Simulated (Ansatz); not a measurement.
Relaxation of C4H7N (12 atoms, charge 0, multiplicity 1), to a largest force component of 0.02 eV/Å in at most 50 steps.

The calculation used Ansatz 0.2.0, RKS PBE-D4/6-31G*.

```xyz
12
Properties=species:S:1:pos:R:3
C -1.012 1.576 -0.183
N -0.085 1.169 0.516
C 0.154 -0.160 0.329
C -0.219 -1.060 1.199
C 1.105 -0.544 -0.806
H -1.344 2.698 -0.120
H -1.624 1.002 -0.888
H -0.025 -2.108 1.098
H -0.913 -0.750 2.079
H 2.053 0.008 -0.681
H 0.635 -0.287 -1.730
H 1.351 -1.599 -0.777
```

Q: Where does it end, and by what steps?

A: It converged. After 13 steps the energy has fallen by 0.653 eV; H7 moved furthest, 0.86 Å.

| step | energy less start (eV) | largest force component (eV/Å) | accepted |
| --- | --- | --- | --- |
| 0 | 0.0000 | 4.433 | yes |
| 1 | -0.4803 | 1.544 | yes |
| 2 | -0.5536 | 0.437 | yes |
| 3 | -0.5662 | 0.551 | yes |
| 4 | -0.5894 | 0.433 | yes |
| 5 | -0.6087 | 0.690 | yes |
| 6 | -0.6244 | 0.936 | yes |
| 7 | -0.6381 | 0.301 | yes |
| 8 | -0.6510 | 0.136 | yes |
| 9 | -0.6517 | 0.095 | yes |
| 10 | -0.6532 | 0.031 | yes |
| 11 | -0.6532 | 0.033 | yes |
| 12 | -0.6532 | 0.029 | yes |
| 13 | -0.6533 | 0.019 | yes |

```xyz
12
Properties=species:S:1:pos:R:3
C -1.197 1.645 -0.025
N 0.005 1.220 0.102
C 0.240 -0.171 0.151
C -0.372 -0.974 1.050
C 1.307 -0.636 -0.807
H -1.385 2.728 -0.004
H -2.070 0.973 -0.148
H -0.105 -2.030 1.133
H -1.099 -0.576 1.764
H 2.237 -0.061 -0.652
H 0.996 -0.465 -1.854
H 1.520 -1.708 -0.676
```

Whether the end is a true minimum wasn't checked by a vibrational analysis.

Run time: 24 s on 2 threads of Arm Neoverse V2, on a shared host, peak memory 0.18 GiB.
